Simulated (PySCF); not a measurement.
hydrogen isocyanide (CHN), SMILES [C-]#[NH+].

Geometry: r2SCAN-D4/def2-TZVPD.

Calculation: CAM-B3LYP/def2-TZVPD run with PySCF.

Gas-phase values at a fixed geometry.

```json
{
 "total_energy": "-93.39521 hartree",
 "point_group": "C∞v",
 "highest_occupied_level": "-10.77 eV",
 "lowest_empty_level": "0.94 eV",
 "orbital_gap": "11.71 eV",
 "dipole_moment": "3.07 D",
 "quadrupole, principal values (traceless, Buckingham form, about the centre of nuclear charge)": "-0.83, -0.83, 1.67 D·Å",
 "mean_static_polarisability": "18.2 bohr³ (2.69 Å³)",
 "polarisability_principal_values": "15.6, 15.6, 23.3 bohr³"
}
```
